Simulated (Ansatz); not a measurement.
# C2H4B− (SMILES [CH-]=BC): one structure at several levels

Aim: energy, forces and dipole at a frame of a short trajectory, from CCSD(T) and from density functionals.

Computed with Ansatz 0.2.0, Gaussian basis. Level: single points in def2-TZVPPD.

Correlated methods freeze the cores.

### Step 1. The starting structure

SMILES `[CH-]=BC`, 7 atoms, charge -1, spin multiplicity 1.

Atoms are counted from 1 here; the program's logs count them from 0.

Bond lengths: C1–B2 1.333 Å, C1–H4 1.076 Å, B2–C3 1.563 Å, C3–H5 1.111 Å, C3–H6 1.107 Å, C3–H7 1.109 Å. Angles: B2–C1–H4 177.7°, C1–B2–C3 175.6°, B2–C3–H5 111.7°, B2–C3–H6 109.1°, B2–C3–H7 108.0°, H5–C3–H6 106.8°, H5–C3–H7 110.5°, H6–C3–H7 110.8°.

Coordinates:

```xyz
7

C    -1.5211   -1.0588   -0.2821
B    -0.4668   -0.2725   -0.0668
C     0.8387    0.5601    0.1448
H    -2.3958   -1.6660   -0.4339
H     1.0414    1.2333   -0.7155
H     0.7154    1.2071    1.0351
H     1.6781   -0.1502    0.2879
```

### Step 2. PBE-D4/def2-TZVPPD

Contents of run/in.yaml:

```yaml
crystal:
  periodic: [false, false, false]
  atoms:
    - {symbol: C, position_ang: [-1.521145, -1.058780, -0.282063]}
    - {symbol: B, position_ang: [-0.466787, -0.272510, -0.066802]}
    - {symbol: C, position_ang: [0.838668, 0.560059, 0.144768]}
    - {symbol: H, position_ang: [-2.395767, -1.665996, -0.433926]}
    - {symbol: H, position_ang: [1.041407, 1.233307, -0.715482]}
    - {symbol: H, position_ang: [0.715375, 1.207071, 1.035076]}
    - {symbol: H, position_ang: [1.678133, -0.150195, 0.287879]}
basis:
  gaussian: {orbitals: "def2-TZVPPD.json"}
total_charge: -1
hamiltonian: {xc: pbe, dispersion: d4}
output: {forces: true}
```

The basis file named in the input lies beside it (Basis Set Exchange, JSON).

Run with:

```sh
$ ansatz run in.yaml --threads 2 --pin off --events-out ev --progress --plain --max-ram 3481MiB
```

### Step 3. r2SCAN-D4/def2-TZVPPD

run/in.yaml, as its differences from that of step 2:

```diff
@@ -13,3 +13,3 @@
 total_charge: -1
-hamiltonian: {xc: pbe, dispersion: d4}
+hamiltonian: {xc: r2scan, dispersion: d4}
 output: {forces: true}
```

### Step 4. PBE0-D4/def2-TZVPPD

run/in.yaml, as its differences from that of step 3:

```diff
@@ -13,3 +13,3 @@
 total_charge: -1
-hamiltonian: {xc: r2scan, dispersion: d4}
-output: {forces: true}
+hamiltonian: {xc: pbe0, dispersion: d4}
+output: {forces: true, orbitals: {seedname: orbitals}}
```

### Step 5. wB97M-V/def2-TZVPPD

run/in.yaml, as its differences from that of step 4:

```diff
@@ -13,3 +13,3 @@
 total_charge: -1
-hamiltonian: {xc: pbe0, dispersion: d4}
-output: {forces: true, orbitals: {seedname: orbitals}}
+hamiltonian: {xc: {name: wB97M-V}}
+output: {forces: true}
```

### Step 6. CCSD(T)/def2-TZVPPD

run/in.yaml, as its differences from that of step 5:

```diff
@@ -13,3 +13,3 @@
 total_charge: -1
-hamiltonian: {xc: {name: wB97M-V}}
+correlation: {method: ccsd_t}
 output: {forces: true}
```

(Steps that only read results are left out.)

Q: Predict the outcome of this session. Wanted: RMS force component; RMS force error; HOMO and LUMO, PBE0-D4; T1 diagnostic.

The runs gave:

| quantity | value |
| --- | --- |
| RMS force component | 0.177 to 0.380 eV/Å over the methods |
| RMS force error | PBE-D4 0.163, r2SCAN-D4 0.149, PBE0-D4 0.189, wB97M-V 0.256 eV/Å |
| HOMO and LUMO, PBE0-D4 | 0.43 and 3.61 eV |
| T1 diagnostic | 0.014 |

The forces of r2SCAN-D4 come nearest to CCSD(T), those of wB97M-V are farthest. Frozen-core CCSD(T) forces in triple zeta carry basis errors of their own, and this is one geometry, so small gaps rank nothing.
